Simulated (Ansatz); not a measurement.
# Energy on a grid of two coordinates

C$_{2}$H$_{5}$S (SMILES CC[S]), doublet, PBE0-D4/def2-TZVP minimum:

```json
{"atom": "C1", "x (Å)": "-0.4477", "y (Å)": "0.5840", "z (Å)": "-0.3234"}
{"atom": "C2", "x (Å)": "0.3149", "y (Å)": "-0.6001", "z (Å)": "0.2354"}
{"atom": "S3", "x (Å)": "1.9155", "y (Å)": "-0.2240", "z (Å)": "0.9374"}
{"atom": "H4", "x (Å)": "-1.4114", "y (Å)": "0.2645", "z (Å)": "-0.7310"}
{"atom": "H5", "x (Å)": "0.1175", "y (Å)": "1.0690", "z (Å)": "-1.1211"}
{"atom": "H6", "x (Å)": "-0.6341", "y (Å)": "1.3279", "z (Å)": "0.4530"}
{"atom": "H7", "x (Å)": "0.4892", "y (Å)": "-1.3668", "z (Å)": "-0.5291"}
{"atom": "H8", "x (Å)": "-0.2517", "y (Å)": "-1.1117", "z (Å)": "1.0228"}
```

Rows set the angle H7–C2–C1 (°; 111.7 at the minimum), columns the dihedral angle H4–C1–C2–S3 (°; 180.0), set in this order; the parts move rigidly, in a bend the first-named atom's side turns in the plane, and in a torsion the whole end group turns. CCSD(T) energies count from the value at that structure, in kcal/mol. Ansatz 0.2.0; basis: def2-TZVPP; cores frozen in the correlated methods; orbitals are unrestricted.

```csv
H7–C2–C1 \ H4–C1–C2–S3,-168.2,-144.2,-120.2,-96.2,-72.2
81.7,?,21.55,23.61,?,18.71
96.7,4.96,7.10,8.53,7.20,5.02
111.7,0.29,2.06,3.21,2.10,0.32
126.7,4.94,6.45,7.44,6.49,4.96
141.7,17.83,19.16,20.03,19.19,17.84
```

Q: Fill in the withheld cells. (An estimate is asked for; the value comes from the calculation.)

A: The calculation gives: (81.7, -168.2): 18.54; (81.7, -96.2): 21.78 kcal/mol. These count from the CCSD(T) energy at the PBE0-D4 minimum.

The same grid for a cheaper method: r2SCAN-D4 − CCSD(T), both counted from the minimum, in kcal/mol:
```tsv
H7–C2–C1 \ H4–C1–C2–S3	-168.2	-144.2	-120.2	-96.2	-72.2
81.7	-0.21	-0.18	-0.28	-0.31	-0.28
96.7	0.17	0.14	0.09	0.12	0.17
111.7	0.00	-0.03	-0.06	-0.03	0.00
126.7	-0.34	-0.37	-0.41	-0.37	-0.34
141.7	-1.02	-1.06	-1.10	-1.05	-1.02
```

The T1 diagnostic stays at or below 0.024. ⟨S²⟩ of the unrestricted Hartree–Fock references: 0.76 to 0.77 (a pure state has 0.75).

For scale, one of the runs: CCSD(T)/def2-TZVPP, 174 basis functions (an equivalent command: `ansatz run in.yaml --threads 4`). Time: 4.7 min of wall clock on 4 CPU threads; the host was shared. Peak host memory: 3.8 GiB.
